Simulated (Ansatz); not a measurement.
Worked example: C3H6F2 + SF → C3H6F + SF2

Species: C3H6F2 `CC(F)CF`, singlet; SF (Monosulfur monofluoride), doublet; C3H6F `C[CH]CF`, doublet; SF2 `FSF`, singlet. A radical takes F: the energy is the difference in strength between the C–F bond broken and the S–F bond made.

Shapes, held fixed at every level: PBE0-D4/def2-TZVP. Flexible molecules stand in one conformer, not always the lowest. Programs: Ansatz 0.2.0. The zero-point and thermal change to 298 K, harmonic and unscaled (PBE0-D4/def2-TZVP), is -10.3 kJ/mol.

At CCSD(T)/CBS estimate; 1 Eh = 2625.50 kJ/mol:

```
species  energy (Eh)
 C3H6F2  -317.346508
     SF  -497.482450
  C3H6F  -217.489983
    SF2  -597.297397
```

Problem. Work out ΔH(298 K) of the reaction at this level.

Solution. 
1. Products less reactants: (-217.489983) + (-597.297397) − [(-317.346508) + (-497.482450)] = 0.041578 Eh = +109.2 kJ/mol.
2. With the thermal change: +109.2 + (-10.3) = +98.9 kJ/mol.

Other levels give +90.1 (r2SCAN0-D4/def2-TZVPP) to +141.3 kJ/mol (CCSD(T)/def2-SVP). No measured value is set beside it here. Open shells run unrestricted. The CBS estimate extrapolates MP2 from def2-TZVPP and def2-QZVPP and adds CCSD(T) − MP2 in the triple-zeta set, cores frozen.
